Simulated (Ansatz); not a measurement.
**Gold, fcc under r²SCAN: convergence with the Methfessel-Paxton smearing**

A convergence test of the Methfessel-Paxton smearing width. The geometry was relaxed under r²SCAN beforehand and stays fixed; 7 values are run, from 0.01 to 1.0 eV. Wanted are the values from which on the energy stays within 10 and 1 meV/atom, and the pressure within 0.5 GPa, of the narrowest run. Within the series other settings stay, but some runs also write fields, which adds to their time. Spin polarisation is left out.

Computed with Ansatz 0.2.0 (DFT r²SCAN, plane waves with PAW, scalar-relativistic, unless a step says otherwise).

### 1 The starting structure

Symmetry: Fm-3m, No. 225, cubic system. The conventional cell has a = 4.123 Å, b = 4.123 Å, c = 4.123 Å, α = 90.00°, β = 90.00°, γ = 90.00°. Au (site symmetry m-3m) is surrounded by 12 Au at 2.92 Å.

Coordinates:

```cif
data_structure
_symmetry_space_group_name_H-M 'P 1'
_symmetry_Int_Tables_number 1
_cell_length_a 2.9154
_cell_length_b 2.9154
_cell_length_c 2.9154
_cell_angle_alpha 60.000
_cell_angle_beta 60.000
_cell_angle_gamma 60.000
_cell_volume 17.52
loop_
_atom_site_label
_atom_site_type_symbol
_atom_site_fract_x
_atom_site_fract_y
_atom_site_fract_z
_atom_site_occupancy
Au1 Au 0.00000 0.00000 0.00000 1
```

### 2 Width 0.01 eV

The run at 0.01 eV.

File input.yaml:

```yaml
crystal:
  lattice:
    - [0.0, 2.0615246536, 2.0615246536]
    - [2.0615246536, 0.0, 2.0615246536]
    - [2.0615246536, 2.0615246536, 0.0]
  atoms:
    - { symbol: Au, position: [0.0, 0.0, 0.0] }
hamiltonian:
  xc: r2scan
  pseudopotentials:
    kind: paw
    azcp:
      Au: "pseudopotentials/Au.paw.azcp"
basis:
  ecutwfc: 500
  fft_grid_basis: typed
kpoints:
  mp_grid: { grid: [13, 13, 13], shift: [0, 0, 0] }
magnetization:
  spin_polarized: false
scf:
  occupations: { method: methfessel_paxton, width: 0.01 }
  lower_state_search: "off"
output:
  stress: true
```

Started as:

```
$ ansatz run input.yaml --threads 2 --pin off --max-ram 5120MiB --backend cpu --events-out ev --progress --plain --runs-dir out
```

### 3 Width 0.03 eV

The run at 0.03 eV.

input.yaml: that of step 2 with these lines changed.

```diff
@@ -21,3 +21,3 @@
 scf:
-  occupations: { method: methfessel_paxton, width: 0.01 }
+  occupations: { method: methfessel_paxton, width: 0.03 }
   lower_state_search: "off"
```

### 4 Width 0.1 eV

The run at 0.1 eV.

input.yaml: that of step 3 with these lines changed.

```diff
@@ -21,3 +21,3 @@
 scf:
-  occupations: { method: methfessel_paxton, width: 0.03 }
+  occupations: { method: methfessel_paxton, width: 0.1 }
   lower_state_search: "off"
@@ -25 +25,5 @@
   stress: true
+  write_density: true
+  write_potential: true
+  elf: true
+  volumetric_format: npy
```

### 5 Width 0.2 eV

The run at 0.2 eV.

input.yaml: that of step 4 with these lines changed.

```diff
@@ -21,3 +21,3 @@
 scf:
-  occupations: { method: methfessel_paxton, width: 0.1 }
+  occupations: { method: methfessel_paxton, width: 0.2 }
   lower_state_search: "off"
```

### 6 Width 0.3 eV

The run at 0.3 eV.

input.yaml: that of step 5 with these lines changed.

```diff
@@ -21,3 +21,3 @@
 scf:
-  occupations: { method: methfessel_paxton, width: 0.2 }
+  occupations: { method: methfessel_paxton, width: 0.3 }
   lower_state_search: "off"
```

### 7 Width 0.6 eV

The run at 0.6 eV.

input.yaml: that of step 6 with these lines changed.

```diff
@@ -21,3 +21,3 @@
 scf:
-  occupations: { method: methfessel_paxton, width: 0.3 }
+  occupations: { method: methfessel_paxton, width: 0.6 }
   lower_state_search: "off"
```

### 8 Width 1.0 eV

The run at 1.0 eV.

input.yaml: that of step 7 with these lines changed.

```diff
@@ -21,3 +21,3 @@
 scf:
-  occupations: { method: methfessel_paxton, width: 0.6 }
+  occupations: { method: methfessel_paxton, width: 1.0 }
   lower_state_search: "off"
@@ -25,5 +25 @@
   stress: true
-  write_density: true
-  write_potential: true
-  elf: true
-  volumetric_format: npy
```

(Steps that only read results are left out.)

Before running it: what results should come out?

The runs gave:

| quantity | value |
| --- | --- |
| E(σ → 0) stays within 10 meV/atom of 0.01 eV | up to 1.0 eV |
| E(σ → 0) stays within 1 meV/atom | up to 0.3 eV |
| pressure stays within 0.5 GPa | up to 1.0 eV |
| pressure at 0.01 eV | -0.19 GPa |
| energy of a separate run on a finer mesh (22×22×22) | -0.4 meV/atom from 0.01 eV |

In words: The far end, 1.0 eV, lies -2.0 meV/atom and +0.3 GPa from the yardstick. The free energy F moves by +1.5 meV/atom over the range, and the estimate for σ → 0 by -2.0. This scheme cancels the term in the square of the width, so F moves little up to 0.2 eV. The mesh (13×13×13) is fixed, so the narrowest widths carry a k-point error of their own. A run on a finer mesh agrees with the yardstick to 1 meV/atom. The cell taken over is 3 % larger than the measured one (16.96 Å³/atom, COD).
